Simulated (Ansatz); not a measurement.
One change: `C=C1C=C1Cl` becomes `C=C1C=C1`.

Ansatz, PBE0-D4/def2-TZVP geometries, multiplicity 1. 

```csv
property,`C=C1C=C1Cl`
size of the dipole moment (B3LYP/def2-TZVPP) / D,1.64
LUMO energy (B3LYP/def2-TZVPP) / eV,-0.93
LUMO energy (PBE0/def2-TZVPP) / eV,-0.70
HOMO–LUMO gap (B3LYP/def2-TZVPP) / eV,5.04
LUMO energy (PBE/def2-TZVPP) / eV,-1.74
zero-point energy (PBE0-D4/def2-TZVP) / kJ/mol,138.1
```

Give the same properties after the change, and the shifts. (An estimate is asked.)

Ansatz gave: 
```tsv
property	`C=C1C=C1`	shift
size of the dipole moment (B3LYP/def2-TZVPP) / D	2.13	0.49
LUMO energy (B3LYP/def2-TZVPP) / eV	-0.83	0.10
LUMO energy (PBE0/def2-TZVPP) / eV	-0.57	0.13
HOMO–LUMO gap (B3LYP/def2-TZVPP) / eV	4.96	-0.08
LUMO energy (PBE/def2-TZVPP) / eV	-1.68	0.06
zero-point energy (PBE0-D4/def2-TZVP) / kJ/mol	160.2	22.1
```

With PBE0 the HOMO rises by 0.19 eV and the LUMO rises by 0.13 eV, so the gap narrows by about 0.06 eV. PBE moves the HOMO by 0.18 eV and ωB97M-V by 0.16 eV. Dipoles are sizes alone; their direction can turn.

B3LYP here is the variant with VWN-RPA as its local correlation; programs differ in this.
